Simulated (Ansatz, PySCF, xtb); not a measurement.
Bond stretch in SH, doublet.

Levels: UKS-B3LYP/6-31G* = unrestricted B3LYP/6-31G*, spherical d (PySCF); GFN1-xTB (xtb); UKS-BP86/6-31G* = unrestricted BP86/6-31G*, spherical d run with PySCF; FCI = Ansatz (a first-principles code) with full CI/def2-SVP, frozen core.

Energies relative to the lowest point of each curve near equilibrium, in kcal/mol; the last columns give the difference from FCI:

| R / Å | UKS-B3LYP/6-31G* | GFN1-xTB | UKS-BP86/6-31G* | FCI | UKS-B3LYP/6-31G* − FCI | GFN1-xTB − FCI | UKS-BP86/6-31G* − FCI |
|---|---|---|---|---|---|---|---|
| 1.02 | 63.7 | 56.5 | 65.7 | 63.3 | 0.5 | -6.7 | 2.4 |
| 1.07 | 41.5 | 34.6 | 43.2 | 41.1 | 0.4 | -6.5 | 2.1 |
| 1.16 | 16.2 | 11.7 | 17.3 | 15.8 | 0.3 | -4.1 | 1.5 |
| 1.22 | 6.9 | 4.2 | 7.7 | 6.6 | 0.3 | -2.4 | 1.1 |
| 1.24 | 4.8 | 2.7 | 5.5 | 4.6 | 0.2 | -1.9 | 0.9 |
| 1.34 | 0.1 | 0.0 | 0.1 | 0.0 | 0.0 | 0.0 | 0.1 |
| 1.35 | 0.0 | 0.1 | 0.0 | 0.0 | 0.0 | 0.1 | 0.0 |
| 1.39 | 0.3 | 1.0 | 0.1 | 0.5 | -0.1 | 0.5 | -0.4 |
| 1.42 | 1.1 | 2.0 | 0.7 | 1.3 | -0.2 | 0.7 | -0.6 |
| 1.45 | 2.2 | 3.5 | 1.6 | 2.6 | -0.3 | 0.9 | -0.9 |
| 1.55 | 8.0 | 10.0 | 6.8 | 8.7 | -0.7 | 1.3 | -1.9 |
| 1.65 | 15.7 | 18.7 | 14.0 | 16.7 | -1.0 | 2.0 | -2.7 |
| 1.82 | 30.4 | 36.0 | 27.8 | 31.3 | -0.9 | 4.7 | -3.6 |
| 2.01 | 46.7 | 55.3 | 43.3 | 46.3 | 0.5 | 9.0 | -3.0 |
| 2.25 | 63.2 | 76.6 | 60.7 | 60.6 | 2.6 | 16.0 | 0.0 |
| 2.42 | 70.7 | 89.2 | 69.9 | 67.5 | 3.2 | 21.7 | 2.4 |
| 2.69 | 77.6 | 105.1 | 85.6 | 74.0 | 3.6 | 31.1 | 11.6 |
| 2.95 | 80.9 | 116.0 | 91.0 | 76.9 | 4.0 | 39.1 | 14.0 |
| 3.27 | 82.9 | 124.8 | 94.1 | 78.5 | 4.5 | 46.3 | 15.7 |
| 3.66 | 84.0 | — | 95.8 | 79.1 | 4.8 | — | 16.6 |
| 4.05 | 84.4 | — | 96.4 | 79.4 | 5.0 | — | 17.1 |
| 4.74 | 84.6 | — | 96.7 | 79.5 | 5.1 | — | 17.2 |

UKS-B3LYP/6-31G* is furthest from FCI at 4.74 (5.1 kcal/mol, above); its mean absolute difference over the points is 1.7 kcal/mol.

GFN1-xTB is furthest from FCI at 3.27 (46.3 kcal/mol, above); its mean absolute difference over the points is 10.3 kcal/mol.

UKS-BP86/6-31G* is furthest from FCI at 4.74 (17.2 kcal/mol, above); its mean absolute difference over the points is 5.3 kcal/mol.

Dashes: no converged value, or the column stops at the first point that the program doubted or that broke a chosen test of continuity, which isn't proof of a fault.

The scan ran from 1.02 to 5.35 Å; beyond the distances shown full CI changes its symmetry label. The unrestricted determinant behind UKS-B3LYP/6-31G*, UKS-BP86/6-31G* is spin-contaminated at 2.25 to 4.74 Å (<S²> up to 1.8, against 0.75 for a pure doublet).
